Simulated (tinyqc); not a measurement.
Worked calculation: Hueckel theory of the pi electrons with the omega technique, for the molecule c1c[cH+]1 (SMILES; centres numbered as the heavy atoms are written). Computed by tinyqc, a small Python program that keeps every step. Settings: charge = 1, omega = 1.0, damping = 0. Command: `OMP_NUM_THREADS=1 python tinyqc.py 27420 27421 out.jsonl` (the two numbers bound the seeds that draw the settings). One thread of a shared host (Intel(R) Xeon(R) Processor @ 2.60GHz), about 0.01 s of CPU time with the checks.

## The Hueckel matrix

Centres:

| centre | z_r, pi electrons of the neutral centre | h |
|---|---|---|
| 1C | 1 | 0.000000 |
| 2C | 1 | 0.000000 |
| 3C | 1 | 0.000000 |

Bonds:

| i | j | k |
|---|---|---|
| 1 | 2 | 1 |
| 2 | 3 | 1 |
| 3 | 1 | 1 |

H_rr = alpha + h_r beta, H_rs = k_rs beta for bonded centres.

Hueckel matrix in units of beta (H = alpha + beta A):
```
          1C        2C        3C
1C  0.000000  1.000000  1.000000
2C  1.000000  0.000000  1.000000
3C  1.000000  1.000000  0.000000
```

## Orbitals, round 1

pi electrons, sum of z_r less the charge = 2

Diagonalise; E = alpha + x beta with beta < 0, so the largest x are filled first; degenerate levels share their electrons. P = sum n_i c_ri c_si; each orbital has its largest coefficient positive (the first on a tie).

x values: 2.000000  -1.000000  -1.000000

occupations: 2.000000  0.000000  0.000000

coefficients:
```
         MO1        MO2        MO3
1C  0.577350  -0.283201   0.765809
2C  0.577350   0.804811  -0.137645
3C  0.577350  -0.521609  -0.628164
```

charge and bond-order matrix P:
```
          1C        2C        3C
1C  0.666667  0.666667  0.666667
2C  0.666667  0.666667  0.666667
3C  0.666667  0.666667  0.666667
```

Within a degenerate level the vectors are fixed only up to a rotation; this is one choice.

## Omega technique, round 1

h_r = h_r(0) + omega q_r, omega = 1, with q_r = z_r - P_rr.

matrix after round 1:
```
          1C        2C        3C
1C  0.333333  1.000000  1.000000
2C  1.000000  0.333333  1.000000
3C  1.000000  1.000000  0.333333
```

## Orbitals, round 2

As before.

x values: 2.333333  -0.666667  -0.666667

occupations: 2.000000  0.000000  0.000000

coefficients:
```
         MO1        MO2        MO3
1C  0.577350  -0.061701   0.814162
2C  0.577350   0.735936  -0.353646
3C  0.577350  -0.674234  -0.460516
```

charge and bond-order matrix P:
```
          1C        2C        3C
1C  0.666667  0.666667  0.666667
2C  0.666667  0.666667  0.666667
3C  0.666667  0.666667  0.666667
```

Within a degenerate level the vectors are fixed only up to a rotation; this is one choice.

## Omega technique, round 2

As before.

matrix after round 2:
```
          1C        2C        3C
1C  0.333333  1.000000  1.000000
2C  1.000000  0.333333  1.000000
3C  1.000000  1.000000  0.333333
```

## Convergence

Each round sets h_r = h_r(0) + omega (z_r - P_rr), keeping the share named as damping of the old diagonal; repeat until output and input diagonals agree to 1e-6.

Rounds:

| round | sum n x | largest \|h(out) - h(in)\| |
|---|---|---|
| 1 | 4.000000 | 3.33e-01 |
| 2 | 4.666667 | 3.33e-16 |

Converged in 2 rounds.

## Energy, charges, bond orders

E = sum n x; q_r = z_r - P_rr; bond order p = P_rs; free valence = sqrt(3) - sum of p over the bonds of the atom.

pi energy = 2 alpha + this times beta = 4.666667

pi charges: 1C 0.333333, 2C 0.333333, 3C 0.333333

Bond orders and lengths from R = 1.517 - 0.180 p (angstrom, C-C alone):

| bond | p | R |
|---|---|---|
| 1-2 | 0.666667 | 1.397000 |
| 2-3 | 0.666667 | 1.397000 |
| 3-1 | 0.666667 | 1.397000 |

free valence of the carbons: 1C 0.398717, 2C 0.398717, 3C 0.398717

gap between the highest filled and the next level = 3.000000 |beta|
